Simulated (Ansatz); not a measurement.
# Co (Co, hcp): the cost of one run

Program: Ansatz 0.2.0. Level of theory: DFT r²SCAN, plane waves with PAW, scalar-relativistic. These are calculated values, not measurements.

### 1 The structure to begin with

The structure is hexagonal, space group P6_3/mmc (No. 194). The conventional cell has a = 2.472 Å, b = 2.472 Å, c = 4.027 Å, α = 90.00°, β = 90.00°, γ = 120.00°. Co (site symmetry -6m2) is surrounded by 12 Co at 2.47 Å.

Coordinates:

```
Co
1.0
     2.47152    0.00000    0.00000
    -1.23576    2.14040    0.00000
     0.00000    0.00000    4.02711
Co
2
Direct
  0.33333 0.66667 0.25000
  0.66667 0.33333 0.75000
```

The atoms start with moments of +1.89 ×2 μB.

### 2 A run at the usual settings, for scale

Input file input.yaml:

```yaml
crystal:
  lattice:
    - [2.471523226, 0.0, 0.0]
    - [-1.235761613, 2.1404018997, 0.0]
    - [0.0, 0.0, 4.0271144694]
  atoms:
    - { symbol: Co, position: [0.3333333333, 0.6666666667, 0.25], spin: 1.891 }
    - { symbol: Co, position: [0.6666666667, 0.3333333333, 0.75], spin: 1.891 }
hamiltonian:
  xc: r2scan
  pseudopotentials:
    kind: paw
    azcp:
      Co: "pseudopotentials/Co.paw.azcp"
basis:
  ecutwfc: 500
  fft_grid_basis: typed
kpoints:
  mp_grid: { grid: [24, 24, 13], shift: [0, 0, 0] }
magnetization:
  spin_polarized: true
scf:
  occupations: { method: fermi_dirac, width: 0.05 }
  lower_state_search: "off"
output:
  stress: true
```

The run is started by

```bash
> ansatz run input.yaml --threads 1 --pin off --max-ram 3584MiB --backend cpu --events-out ev --progress --plain --runs-dir out
```

Q: Estimate wall time and peak memory on 1 thread of Intel Xeon Platinum 8259CL at 2.50GHz (Skylake/Cascade Lake), shared host.

About 1.7 min, with a peak of 0.78 GiB.
